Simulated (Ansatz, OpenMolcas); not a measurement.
# B2 (SMILES B#B): methods side by side

B2 has 2 atoms, charge 0, and is taken as a triplet. As SMILES, `B#B`. The shape is that of a GFN2-xTB optimisation.

| atom | x (Å) | y (Å) | z (Å) |
| --- | --- | --- | --- |
| B | 0.0000 | 0.0000 | 0.0000 |
| B | 0.0000 | 0.0000 | 1.4051 |

Each level gives the energy change with the B1–B2 bond stretched from 1.405 to 2.810 Å (eV). The values are calculated.

```json
{"level": "UPBE/3-21G", "kind": "GGA", "program": "Ansatz", "value (eV)": "1.37", "less FCI/3-21G": "+0.27", "CPU time (all runs)": "11 s"}
{"level": "U-wB97M-V/3-21G", "kind": "range-separated hybrid", "program": "Ansatz", "value (eV)": "1.25", "less FCI/3-21G": "+0.15", "CPU time (all runs)": "2.2 min"}
{"level": "UCAM-B3LYP/3-21G", "kind": "range-separated hybrid", "program": "Ansatz", "value (eV)": "1.57", "less FCI/3-21G": "+0.47", "CPU time (all runs)": "12 s"}
{"level": "CASPT2(4,4)/3-21G", "kind": "multireference", "program": "OpenMolcas", "value (eV)": "1.59", "less FCI/3-21G": "+0.49", "CPU time (all runs)": "2.7 s"}
{"level": "CASSCF(4,4)/3-21G", "kind": "multireference", "program": "OpenMolcas", "value (eV)": "1.11", "less FCI/3-21G": "+0.01", "CPU time (all runs)": "3.9 s"}
{"level": "MRCI(4,4)/3-21G", "kind": "multireference", "program": "OpenMolcas", "value (eV)": "1.31", "less FCI/3-21G": "+0.21", "CPU time (all runs)": "3 s"}
{"level": "UBCCD(T)/3-21G", "kind": "coupled cluster or CI", "program": "Ansatz", "value (eV)": "1.24", "less FCI/3-21G": "+0.14", "CPU time (all runs)": "2.3 s"}
{"level": "UCCSDT(Q)/3-21G", "kind": "coupled cluster or CI", "program": "Ansatz", "value (eV)": "1.12", "less FCI/3-21G": "+0.02", "CPU time (all runs)": "6.1 s"}
{"level": "FCI/3-21G", "kind": "exact in the basis", "program": "OpenMolcas", "value (eV)": "1.10", "less FCI/3-21G": "0.00", "CPU time (all runs)": "17 s"}
```

FCI/3-21G is exact within its basis and frozen core, so for wave-function methods in that basis the difference is their error; functionals converge differently with the basis, so for them it is only a difference. The first shape isn't each level's own minimum. The values span 1.10 to 1.59 eV. Spin contamination of the reference (⟨S²⟩ at least 0.1 too high) touches UPBE/3-21G, U-wB97M-V/3-21G, UCAM-B3LYP/3-21G, UBCCD(T)/3-21G, UCCSDT(Q)/3-21G. All rows use very small basis sets, so none should be taken for the real molecule's value. CPU times are rough (shared hosts, several kinds of processor): they show what a rung costs within a factor of a few.
